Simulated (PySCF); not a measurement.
Calculation: r2SCAN-D4/def2-TZVP run with PySCF. Gas-phase values, no solvent. Delta-SCF ions had no search for a lower state. Excitations are Tamm–Dancoff values on a coarser integration grid. The basis has no diffuse functions, so Rydberg states are missing or too high.

Reference species (SMILES): `C#CO` (neutral, multiplicity 1).

```
Quantity                                 Result
--------------------------------------  -------
S1 excitation (TDA)                     6.46 eV
vertical ionisation energy (Delta-SCF)  9.84 eV
```

Changed species: `C=C=O`.

Predict the effect on the S1 excitation (TDA) and vertical ionisation energy (Delta-SCF).

the S1 excitation (TDA) drops by 2.17 eV, to 4.29 eV; the vertical ionisation energy (Delta-SCF) falls by 0.21 eV, to 9.63 eV.
